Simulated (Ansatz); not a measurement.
For GeS (Pnma, No. 62), LDA in Ansatz (PAW) gives:

```
Item                            Value
---------------------  --------------
volume per atom         18.96 Å³/atom
enthalpy of formation  -0.322 eV/atom
```

### Question
What does PBEsol in Ansatz (plane waves, PAW) give for the same quantities?

### Answer

- equilibrium volume per atom: 19.58 Å³/atom (increases by 3.3 %)
- formation enthalpy: -0.309 eV/atom (moves by +0.013 eV/atom)

For comparison: equilibrium volume per atom 20.48 Å³/atom (measured, temperature not stated, copied from a table, unchecked, not corrected to a static lattice; as tabulated in Acta Crystallographica B 34, 1322 (1978)).

Changes are worked out from the printed values.

Unless a cell is named, each level is at its own relaxed cell (LDA 18.96, PBEsol 19.58 Å³/atom).

Ansatz's density-functional and Hartree–Fock values are scalar-relativistic unless marked +SOC, with PAW data made under PBE.

Ansatz is a quantum-chemistry and plane-wave program.
